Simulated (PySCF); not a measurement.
Species: cis-1-chloro-2-fluoroethylene, C₂H₂ClF.
Structure used (GFN2-xTB), in Å, numbered top down from 1:
```xyz
6
C2H2ClF angstrom
F     -1.173    1.282   -0.060
C     -0.698    0.034   -0.037
C      0.592   -0.254    0.025
Cl     1.835    0.926    0.084
H     -1.481   -0.708   -0.074
H      0.928   -1.277    0.041
```

A calculation gives these core lines: C 1s: 292.40 (area 1), 293.33 (area 1) eV; F 1s: 693.58 eV; Cl 1s: 2829.41 eV; Cl 2p3/2: 206.78 eV.

Computed with delta-SCF UKS SCAN, pcX-2 on the ionised atom, pcseg-1 elsewhere, spin-free X2C in PySCF. Geometry: GFN2-xTB; no solvent, vibrations or thermal averaging.

Problem. Assign the C 1s lines to atoms.

Solution. 292.40 eV: C3 (vinylic C–Cl carbon); 293.33 eV: C2 (vinylic C–F carbon). The listed C 1s values span 0.93 eV, from C3 (bonded to Cl, C (double bond) and H) to C2 (bonded to F, C (double bond) and H). Summing the Pauling electronegativity differences to the bonded atoms, each weighted by its formal bond order, gives +0.26 for the lowest site and +1.08 for the highest.

Bonded neighbours of each site: F1: C; C2: F, C (double bond) and H; C3: Cl, C (double bond) and H; Cl4: C.

Problem. Give the binding energy of Cl 1s of Cl4 in hartree and in kJ/mol.

Solution. 2829.41 eV = 103.9789 Eh = 272997 kJ/mol.

For 2p shells one spin-free hole was relaxed; a mean-field spin–orbit operator and the ground-state splitting of the three 2p orbitals were then diagonalised within the shell. The shell's mean is (2 × 2p3/2 + 2p1/2)/3, and the degeneracies 2j + 1 give areas of 2:1. 2p1/2 minus 2p3/2 (ligand field included): Cl 1.66 eV.

Hardware: one thread, x86-64 server, no GPU (shared host). Cost: 12 s of wall time.
